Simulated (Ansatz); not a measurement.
The first iterations of a band of C3H6N2O (12 atoms, charge 0, multiplicity 1).

All numbers below come from RKS B3LYP-D4/6-31G* in Ansatz.

| Item | Value |
| --- | --- |
| movable images | 7 |
| climbing image | yes |
| spring | 5.0 eV/Å² |
| optimiser | quadratic models (default) |
| start path | through a guess of the saddle point |
| force threshold | 0.5 eV/Å |
| iteration limit | 45 |
| end points | relaxed |

Image 0:

```xyz
12
Properties=species:S:1:pos:R:3
C -0.478 -1.035 1.037
N 0.417 -0.101 0.370
C 0.962 -0.328 -1.009
N 0.504 1.041 -1.402
C -0.021 1.080 -0.220
O -0.777 1.995 0.394
H 0.094 -1.910 1.359
H -1.311 -1.372 0.398
H -0.894 -0.552 1.925
H 2.046 -0.470 -1.028
H 0.444 -1.127 -1.550
H -0.910 2.722 -0.240
```

Image 8:

```xyz
12
Properties=species:S:1:pos:R:3
C -0.713 -1.093 1.080
N 0.116 -0.312 0.197
C 1.020 -0.672 -0.797
N 0.836 0.598 -1.403
C -0.075 0.942 -0.390
O 0.002 2.123 0.320
H -0.088 -1.828 1.595
H -1.515 -1.619 0.547
H -1.158 -0.427 1.825
H 1.569 1.213 -1.731
H 0.898 -1.596 -1.369
H -0.815 2.616 0.159
```

| iteration | highest image above the first end (eV) | largest band force component (eV/Å) |
| --- | --- | --- |
| 1 | 4.488 | 7.406 |
| 2 | 3.534 | 2.217 |

Problem. Does the band converge within its limit, and where does its top end?

Solution. The run converged. It ended after 8 iterations with the highest image 3.027 eV above the first end. The threshold of 0.5 eV/Å is loose, so the images may lie well off the minimum-energy path. Neighbouring images differ by up to 1.5 eV, so the band resolves the path poorly. The order of the stationary point at the top wasn't checked. The orbitals stay closed-shell, which can raise the energy where a bond breaks towards radicals; this wasn't checked here.

Time of the run: 2.5 min on 2 threads of Arm Neoverse V2, on a shared host, peak memory 0.23 GiB.
